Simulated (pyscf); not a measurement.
Cl–Ti(Cl)(Cl)–Cl (SMILES [Cl][Ti]([Cl])([Cl])[Cl]) + SiH₄ (SMILES [SiH4]) -> H₃Si–Cl (SMILES [SiH3]Cl) + Cl–TiH(Cl)–Cl (SMILES [Cl][TiH]([Cl])[Cl]), a four-centre exchange (singlet surface; Cl–Ti, H–Si broken, Cl–Si, H–Ti formed). Optimised with ωB97X-D3(BJ)/def2-SVP in PySCF. Energies in kcal/mol from the separated reactants.

Small-basis levels: PySCF, no dispersion term, spherical d functions. AM1 to PM7: differences of heats of formation from MOPAC, which are fitted to 298 K values and so differ in kind from electronic energies by zero-point and thermal terms. GFN2-xTB: tblite. Cost: rough CPU time at the saddle relative to B3LYP/6-31G*+LANL2DZ, from one job on a shared machine.

```json
[
 {"level": "HF/3-21G", "barrier": "51.1", "reaction energy": "+19.9", "cost": "0.1"},
 {"level": "HF/6-31G*+LANL2DZ", "barrier": "50.2", "reaction energy": "+11.3", "cost": "0.1"},
 {"level": "MP2/6-31G*+LANL2DZ", "barrier": "42.3", "reaction energy": "+31.4", "cost": "0.2"},
 {"level": "BP86/6-31G*+LANL2DZ", "barrier": "34.8", "reaction energy": "+25.7", "cost": "2"},
 {"level": "B3LYP/3-21G", "barrier": "42.6", "reaction energy": "+34.3", "cost": "0.8"},
 {"level": "M06-2X/6-31G*+LANL2DZ", "barrier": "32.0", "reaction energy": "+18.4", "cost": "2"},
 {"level": "GFN2-xTB", "barrier": "-2.6", "reaction energy": "-5.8", "cost": "under 0.02"},
 {"level": "PM6", "barrier": "1.4", "reaction energy": "+21.5", "cost": "under 0.02"},
 {"level": "PM7", "barrier": "33.5", "reaction energy": "+13.9", "cost": "under 0.02"},
 {"level": "ωB97M-D3(BJ)/def2-TZVP", "barrier": "30.2", "reaction energy": "+17.7", "cost": "–"}
]
```

Against the last row the barrier runs from -32.8 (GFN2-xTB) to +20.9 kcal/mol (HF/3-21G). At GFN2-xTB, PM6 this geometry lies under one side, so the entry may be no barrier of that level: it is a single point on another level's saddle. ωB97M-D3(BJ)/def2-TZVP has limits of its own. On the product side the descent ends in an adduct with a Cl–Ti contact, 5.7 kcal/mol under the separated species and 10.3 kcal/mol under the saddle at ωB97X-D3(BJ)/def2-TZVP. What is counted as broken (Cl–Ti) persists as a longer contact in the product adduct; parting that adduct is a step of its own. At ωB97X-D3(BJ)/def2-TZVP the barrier from the zero used here is 25.3 kcal/mol. One saddle was located; it need not be the lowest between these sides.
